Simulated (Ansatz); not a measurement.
Reaction (SMILES): C (CH4) → [CH3-] + H+
B3LYP-D3(BJ)/def2-TZVP geometries, fixed; electronic energies without zero-point terms.
Largest species:
```
C
H 1 1.0892
H 1 1.0892 2 109.47
H 1 1.0892 2 109.47 3 120.00
H 1 1.0892 2 109.47 3 -120.00
```

Effect of a fitting basis named in the input at wB97M-V/cc-pVTZ with Ansatz (a first-principles code), against the last row, where the deprotonation energy is 433.84 kcal/mol. The default fits or decomposes integrals by the program's own choice; accuracy: high also tightens integrals, grids and stops.

```json
[
 {"setting": "fitting: def2-SV(P)-JKFIT", "largest shift of a total energy (mEh)": "-0.060", "shift of the deprotonation energy (kcal/mol)": "0.010"},
 {"setting": "fitting: def2-universal-JKFIT", "largest shift of a total energy (mEh)": "-0.060", "shift of the deprotonation energy (kcal/mol)": "0.010"},
 {"setting": "fitting: cc-pVTZ-JKFIT", "largest shift of a total energy (mEh)": "-0.023", "shift of the deprotonation energy (kcal/mol)": "-0.006"},
 {"setting": "fitting: cc-pVQZ-JKFIT", "largest shift of a total energy (mEh)": "-0.010", "shift of the deprotonation energy (kcal/mol)": "-0.005"},
 {"setting": "fitting: cc-pV5Z-JKFIT", "largest shift of a total energy (mEh)": "-0.004", "shift of the deprotonation energy (kcal/mol)": "-0.001"},
 {"setting": "accuracy: high", "largest shift of a total energy (mEh)": "-0.002", "shift of the deprotonation energy (kcal/mol)": "0.000"},
 {"setting": "accuracy: medium (default)", "largest shift of a total energy (mEh)": "0.000", "shift of the deprotonation energy (kcal/mol)": "0.000"}
]
```

Within 0.02 kcal/mol in the deprotonation energy: fitting: def2-SV(P)-JKFIT; fitting: def2-universal-JKFIT; fitting: cc-pVTZ-JKFIT; fitting: cc-pVQZ-JKFIT; fitting: cc-pV5Z-JKFIT; accuracy: high. The largest shift is 0.060 mEh in a total energy and 0.010 kcal/mol in the difference.
